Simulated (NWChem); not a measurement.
# One shape, several levels: doublet [C3H6]+

Aim: a comparison of 6 runs (UB3LYP/cc-pVDZ, UCAM-B3LYP/cc-pVDZ, U-wB97X/cc-pVDZ, UBHLYP/cc-pVDZ, UM06-2X/cc-pVDZ, UPBE0/cc-pVDZ) of doublet [C3H6]+. 

The results are computed with NWChem 7.3.0.

### 1 The system as given

[C3H6]+: 9 atoms, total charge +1, spin state doublet. SMILES of the parent species: `C=CC`. Geometry: relaxed at PBE0-D4/def2-TZVP. That shape belongs to the parent species and isn't relaxed for this state.

Bond lengths: C1–C2 1.325 Å, C2–C3 1.490 Å, C1–H4 1.086 Å, C1–H5 1.084 Å, C2–H6 1.088 Å, C3–H7 1.095 Å, C3–H8 1.095 Å, C3–H9 1.092 Å. Some angles: C1–C2–C3 125.1°, C1–C2–H6 118.7°, C3–C2–H6 116.2°, C2–C1–H4 121.4°, C2–C1–H5 121.6°, C2–C3–H7 111.0°, C2–C3–H8 111.0°, C2–C3–H9 111.5°, H4–C1–H5 117.0°, H7–C3–H8 106.6°.

### 2 The energy at UB3LYP/cc-pVDZ (run 1)

File geom.xyz:

```xyz
9
C3H6
C     -1.129400     0.554100    -0.580200
C      0.157600     0.266300    -0.447400
C      0.744900    -0.543600     0.656400
H     -1.864800     0.202700     0.137400
H     -1.495500     1.149800    -1.408200
H      0.857000     0.641500    -1.192300
H      1.261600    -1.425300     0.264300
H      1.490400     0.033400     1.212800
H     -0.021900    -0.879100     1.357300
```

File geom.nw:

```
start geom
title "C3H6"
memory 2200 mb
charge 1
geometry noautosym nocenter noautoz
  load geom.xyz
end
basis spherical bse
  C library cc-pVDZ
  H library cc-pVDZ
end
dft
  xc b3lyp
  mult 2
  grid xfine
  convergence energy 1e-08
  maxiter 100
  mulliken
  print low
end
task dft energy
```

Run with:

```
nwchem geom.nw > geom.out
```

Output:

```text
[...]
 d= 0,ls=0.0,diis     1   -117.4929733701 -1.88D+02  4.93D-03  1.43D-01     2.8
[...]
 d= 0,ls=0.0,diis    10   -117.5546686556 -3.62D-09  2.65D-07  3.89D-10    26.3
[...]
         Total DFT energy =     -117.554668655584
      One electron energy =     -290.726866696994
           Coulomb energy =      120.380705309932
    Exchange-Corr. energy =      -18.206633272479
 Nuclear repulsion energy =       70.998126003957
[...]
      Total Density - Mulliken Population Analysis
     ---------------------------------------------
    Atom       Charge   Shell Charges
 -----------   ------   -------------------------------------------------------
    1 C    6     5.77   2.01  0.71  0.40  2.00  0.59  0.05
    2 C    6     6.01   2.01  0.72  0.52  1.99  0.69  0.07
    3 C    6     5.99   2.01  0.67  0.33  2.15  0.79  0.04
    4 H    1     0.87   0.73  0.11  0.03
    5 H    1     0.86   0.73  0.10  0.03
    6 H    1     0.89   0.73  0.13  0.03
    7 H    1     0.85   0.71  0.12  0.03
    8 H    1     0.85   0.71  0.12  0.03
    9 H    1     0.91   0.74  0.15  0.03
[...]
      <S2> =      0.7519 (Exact =     0.7500)
[...]
```

It took 27 s on 1 thread of AMD EPYC 9R45 (Zen 5), shared host; peak memory 0.14 GiB.

### 3 A single-point energy at UCAM-B3LYP/cc-pVDZ (run 2)

File run.py:

```python
from ase import Atoms
from ase.calculators.nwchem import NWChem

molecule = Atoms(['C', 'C', 'C', 'H', 'H', 'H', 'H', 'H', 'H'], positions=[
    [-1.129400, 0.554100, -0.580200],
    [0.157600, 0.266300, -0.447400],
    [0.744900, -0.543600, 0.656400],
    [-1.864800, 0.202700, 0.137400],
    [-1.495500, 1.149800, -1.408200],
    [0.857000, 0.641500, -1.192300],
    [1.261600, -1.425300, 0.264300],
    [1.490400, 0.033400, 1.212800],
    [-0.021900, -0.879100, 1.357300],
])

calc = NWChem(
    label='c3h6',
    theory='dft',
    memory='2200 mb',
    basis='cc-pVDZ',
    basispar='spherical bse',
    charge=1,
    dft={'xc': 'xcamb88 1.00 lyp 0.81 vwn_5 0.19 hfexch 1.00', 'cam': '0.33 cam_alpha 0.19 cam_beta 0.46', 'mult': '2', 'grid': 'xfine', 'convergence': 'energy 1e-08', 'direct': None, 'iterations': '100', 'mulliken': None, 'print': 'low'},
    task='energy',
)
molecule.calc = calc

print(f"energy = {molecule.get_potential_energy():.6f} eV")
```

Run with:

```
export ASE_NWCHEM_COMMAND="nwchem PREFIX.nwi > PREFIX.nwo"
python run.py
```

Output:

```text
energy = -3196.586441 eV
```

The calculator wrote c3h6.nwi:

```
title "c3h6"

permanent_dir c3h6

scratch_dir c3h6

start c3h6

geometry units angstrom nocenter noautosym noautoz
  C  -1.1294000000000000e+00 5.5410000000000004e-01 -5.8020000000000005e-01
  C  1.5759999999999999e-01 2.6629999999999998e-01 -4.4740000000000002e-01
  C  7.4490000000000001e-01 -5.4359999999999997e-01 6.5639999999999998e-01
  H  -1.8648000000000000e+00 2.0269999999999999e-01 1.3739999999999999e-01
  H  -1.4955000000000001e+00 1.1497999999999999e+00 -1.4081999999999999e+00
  H  8.5699999999999998e-01 6.4149999999999996e-01 -1.1922999999999999e+00
  H  1.2616000000000001e+00 -1.4253000000000000e+00 2.6429999999999998e-01
  H  1.4903999999999999e+00 3.3399999999999999e-02 1.2128000000000001e+00
  H  -2.1899999999999999e-02 -8.7909999999999999e-01 1.3573000000000000e+00
end

charge 1

memory 2200 mb

basis spherical bse noprint
   * library cc-pVDZ
end

dft
  xc xcamb88 1.00 lyp 0.81 vwn_5 0.19 hfexch 1.00
  cam 0.33 cam_alpha 0.19 cam_beta 0.46
  mult 2
  grid xfine
  convergence energy 1e-08
  direct
  iterations 100
  mulliken
  print low
end

task dft energy
```

c3h6.nwo:

```text
Northwest Computational Chemistry Package (NWChem) 7.3.0
             --------------------------------------------------------

           Job information
           ---------------

    nwchem branch   = 7.3.0
    use scalapack   = T
    input           = c3h6.nwi
    prefix          = c3h6.
    data base       = c3h6/c3h6.db
    status          = startup
    nproc           =        1

           Memory information
           ------------------

    heap     =     72089600 doubles =      550.0 Mbytes
    stack    =     72089597 doubles =      550.0 Mbytes
    global   =    144179200 doubles =     1100.0 Mbytes (distinct from heap & stack)
    total    =    288358397 doubles =     2200.0 Mbytes
    verify   = yes
    hardfail = no

[... 36 lines left out ...]
            Nuclear Dipole moment (a.u.)
[... 88 lines left out ...]
   convergence    iter        energy       DeltaE   RMS-Dens  Diis-err    time
[... 13 lines left out ...]
         Total DFT energy =     -117.472385930453
      One electron energy =     -290.695465959419
           Coulomb energy =      120.343294267231
    Exchange-Corr. energy =      -18.118340242223
 Nuclear repulsion energy =       70.998126003957
[... 41 lines left out ...]
     ------------------------------------------
      Spin Density - Lowdin Population Analysis
     ------------------------------------------

    Atom       Charge   Shell Charges
 -----------   ------   -------------------------------------------------------
    1 C    6     0.54   0.00  0.01  0.00  0.32  0.20  0.01
    2 C    6     0.35   0.00  0.00  0.00  0.20  0.12  0.02
    3 C    6     0.04   0.00 -0.00 -0.00  0.02 -0.00  0.02
[... 5 lines of this table left out ...]
    9 H    1    -0.00  -0.00 -0.00  0.00

     --------------------------
     Expectation value of S2:
     --------------------------
      <S2> =      0.7522 (Exact =     0.7500)

 Task  times  cpu:       39.9s     wall:       39.9s
 Total times  cpu:       39.9s     wall:       39.9s
```

Run time: 41 s. Hardware: 1 thread of AMD EPYC 9R45 (Zen 5), shared host; peak memory 0.14 GiB.

Run 3 isn't shown in full; the table further down has it.

### 4 A single-point energy at UBHLYP/cc-pVDZ (run 4)

File run.py:

```python
from ase import Atoms
from ase.calculators.nwchem import NWChem

system = Atoms(['C', 'C', 'C', 'H', 'H', 'H', 'H', 'H', 'H'], positions=[
    [-1.129400, 0.554100, -0.580200],
    [0.157600, 0.266300, -0.447400],
    [0.744900, -0.543600, 0.656400],
    [-1.864800, 0.202700, 0.137400],
    [-1.495500, 1.149800, -1.408200],
    [0.857000, 0.641500, -1.192300],
    [1.261600, -1.425300, 0.264300],
    [1.490400, 0.033400, 1.212800],
    [-0.021900, -0.879100, 1.357300],
])

calc = NWChem(
    label='m1',
    theory='dft',
    memory='2200 mb',
    basis='cc-pVDZ',
    basispar='spherical bse',
    charge=1,
    dft={'xc': 'bhlyp', 'mult': '2', 'grid': 'xfine', 'convergence': 'energy 1e-08', 'iterations': '100', 'mulliken': None},
    task='energy',
)
system.calc = calc

print(f"energy = {system.get_potential_energy():.6f} eV")
```

Run with:

```
export ASE_NWCHEM_COMMAND="nwchem PREFIX.nwi > PREFIX.nwo"
python run.py
```

Output:

```text
energy = -3196.819898 eV
```

The calculator wrote m1.nwi:

```
title "m1"

permanent_dir m1

scratch_dir m1

start m1

geometry units angstrom nocenter noautosym noautoz
  C  -1.1294000000000000e+00 5.5410000000000004e-01 -5.8020000000000005e-01
  C  1.5759999999999999e-01 2.6629999999999998e-01 -4.4740000000000002e-01
  C  7.4490000000000001e-01 -5.4359999999999997e-01 6.5639999999999998e-01
  H  -1.8648000000000000e+00 2.0269999999999999e-01 1.3739999999999999e-01
  H  -1.4955000000000001e+00 1.1497999999999999e+00 -1.4081999999999999e+00
  H  8.5699999999999998e-01 6.4149999999999996e-01 -1.1922999999999999e+00
  H  1.2616000000000001e+00 -1.4253000000000000e+00 2.6429999999999998e-01
  H  1.4903999999999999e+00 3.3399999999999999e-02 1.2128000000000001e+00
  H  -2.1899999999999999e-02 -8.7909999999999999e-01 1.3573000000000000e+00
end

charge 1

memory 2200 mb

basis spherical bse noprint
   * library cc-pVDZ
end

dft
  xc bhlyp
  mult 2
  grid xfine
  convergence energy 1e-08
  iterations 100
  mulliken
end

task dft energy
```

m1.nwo:

```text
Northwest Computational Chemistry Package (NWChem) 7.3.0
             --------------------------------------------------------

           Job information
           ---------------

    nwchem branch   = 7.3.0
    use scalapack   = T
    input           = m1.nwi
    prefix          = m1.
    data base       = m1/m1.db
    status          = startup
    nproc           =        1

           Memory information
           ------------------

    heap     =     72089600 doubles =      550.0 Mbytes
    stack    =     72089597 doubles =      550.0 Mbytes
    global   =    144179200 doubles =     1100.0 Mbytes (distinct from heap & stack)
    total    =    288358397 doubles =     2200.0 Mbytes
    verify   = yes
    hardfail = no

[... 103 lines left out ...]
  convergence criterion.
[... 17 lines left out ...]
          Convergence on gradient requested:  5.00D-04
[... 24 lines left out ...]
          Convergence aids based upon iterative change in
[... 30 lines left out ...]
 1-e energy   =    -281.758179
[... 53 lines left out ...]
         Total DFT energy =     -117.480965316189
[... 2 lines left out ...]
    Exchange-Corr. energy =      -18.143892941168
[... 513 lines left out ...]
                     DFT Final Beta Molecular Orbital Analysis
[... 594 lines left out ...]
 center of mass
 --------------
 x =  -0.11209856 y =   0.13673676 z =  -0.18337715

 moments of inertia (a.u.)
 ------------------
         109.106031564632          53.520106081761         -55.725793575085
          53.520106081761         180.456665959284          47.102820886437
         -55.725793575085          47.102820886437         160.463532244882

     Multipole analysis of the density
     ---------------------------------

     L   x y z        total         alpha         beta         nuclear
     -   - - -        -----         -----         ----         -------
     0   0 0 0      1.000000    -12.000000    -11.000000     24.000000

     1   1 0 0     -0.389633      1.312033      0.442418     -2.144083
[... 8 lines of this table left out ...]
     2   0 0 2    -10.087078    -28.648654    -26.478278     45.039854

 Task  times  cpu:       26.1s     wall:       26.1s
 Total times  cpu:       26.2s     wall:       26.2s
```

Run time: 27 s. Hardware: 1 thread of AMD EPYC 9R45 (Zen 5), shared host; peak memory 0.14 GiB.

Run 5 isn't shown in full; the table further down has it.

### 5 A single-point energy at UPBE0/cc-pVDZ (run 6)

File input.nw:

```
start input
title "C3H6"
memory 2200 mb
charge 1

geometry units angstroms noautosym nocenter noautoz
  C    -1.129400    0.554100   -0.580200
  C     0.157600    0.266300   -0.447400
  C     0.744900   -0.543600    0.656400
  H    -1.864800    0.202700    0.137400
  H    -1.495500    1.149800   -1.408200
  H     0.857000    0.641500   -1.192300
  H     1.261600   -1.425300    0.264300
  H     1.490400    0.033400    1.212800
  H    -0.021900   -0.879100    1.357300
end

basis spherical bse
  * library cc-pVDZ
end

dft
  xc pbe0
  mult 2
  grid xfine
  convergence energy 1e-08
  maxiter 100
  mulliken
  print medium
end

task dft energy
```

Run with:

```
nwchem input.nw > input.out
```

Output:

```text
[...]
          Wavefunction type:  spin polarized.
          No. of atoms     :     9
          No. of electrons :    23
[...]
          Charge           :     1
          Spin multiplicity:     2
[...]
          AO basis - number of functions:    72
[...]
              XC Information
              --------------
                         PBE0 Method XC Functional
                     Hartree-Fock (Exact) Exchange  0.250
          PerdewBurkeErnzerhof Exchange Functional  0.750
            Perdew 1991 LDA Correlation Functional  1.000 local
           PerdewBurkeErnz. Correlation Functional  1.000 non-local
[...]
 d= 0,ls=0.0,diis     1   -117.3431246993 -1.88D+02  4.49D-03  1.39D-01     2.8
[...]
 d= 0,ls=0.0,diis     8   -117.4030923096 -8.30D-09  2.19D-06  8.36D-08    21.4
[...]
         Total DFT energy =     -117.403092309590
      One electron energy =     -290.722006666062
           Coulomb energy =      120.373302831224
    Exchange-Corr. energy =      -18.052514478710
 Nuclear repulsion energy =       70.998126003957
[...]
      Total Density - Mulliken Population Analysis
     ---------------------------------------------
    Atom       Charge   Shell Charges
 -----------   ------   -------------------------------------------------------
    1 C    6     5.80   2.01  0.71  0.43  1.98  0.62  0.05
    2 C    6     6.03   2.01  0.71  0.55  1.97  0.71  0.08
    3 C    6     6.06   2.01  0.66  0.38  2.13  0.83  0.04
    4 H    1     0.85   0.72  0.10  0.03
    5 H    1     0.84   0.72  0.09  0.03
    6 H    1     0.87   0.73  0.11  0.03
    7 H    1     0.83   0.70  0.10  0.03
    8 H    1     0.83   0.70  0.10  0.03
    9 H    1     0.89   0.73  0.13  0.03
[...]
      <S2> =      0.7523 (Exact =     0.7500)
[...]
```

Run time: 22 s. Hardware: 1 thread of AMD EPYC 9R45 (Zen 5), shared host; peak memory 0.14 GiB.

### 6 Overview of the runs

| run | level | energy (Eh) | ⟨S²⟩ | wall time |
| --- | --- | --- | --- | --- |
| 1 | UB3LYP/cc-pVDZ | -117.554669 | 0.752 | 27 s |
| 2 | UCAM-B3LYP/cc-pVDZ | -117.472386 | 0.752 | 41 s |
| 3 | U-wB97X/cc-pVDZ | -117.516687 | 0.753 | 44 s |
| 4 | UBHLYP/cc-pVDZ | -117.480965 | 0.752 | 27 s |
| 5 | UM06-2X/cc-pVDZ | -117.485069 | 0.753 | 41 s |
| 6 | UPBE0/cc-pVDZ | -117.403092 | 0.752 | 22 s |

### 7 What came out

| quantity | value |
| --- | --- |
| run 6: total energy | -117.40309 Eh |
| run 6: HOMO energy (highest over α and β) | -15.92 eV |
| run 6: LUMO energy (lowest over α and β) | -12.04 eV |
| run 6: ⟨S²⟩ | 0.752 |

Totals of different functionals can't be ranked against each other. All runs together took 3.4 min, the longest 44 s.
